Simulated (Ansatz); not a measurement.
Basis-set extrapolation for C₂H₄F₃N, SMILES `NCC(F)(F)F` (PBE0-D4/def2-TZVP geometry, frozen core, Ansatz). Multiplicity 1, RHF reference.

```tsv
	def2-TZVPP	def2-QZVPP
HF	-431.031209	-431.050287
MP2 correlation	-1.285672	-1.395561
CCSD(T) correlation	-1.350876	not run
```

Energies in hartree. Use E(X) = E(∞) + A·exp(−7.88·√X) for Hartree–Fock and E(X) = E(∞) + B·X^(−2.97) for correlation, with X = 3 and 4, and add CCSD(T) minus MP2 of the smaller set to the MP2 limit.

Question: What is the CCSD(T) energy at the basis-set limit?

Answer: HF limit: -431.050287 + (-0.019078) × 0.13774 = -431.05291. MP2 limit: -1.395561 + (-0.109889) × 0.74074 = -1.47696. Higher-order term: -1.350876 − (-1.285672) = -0.06520. Total: -432.59507 hartree, 559.2 kJ/mol below CCSD(T)/def2-TZVPP.
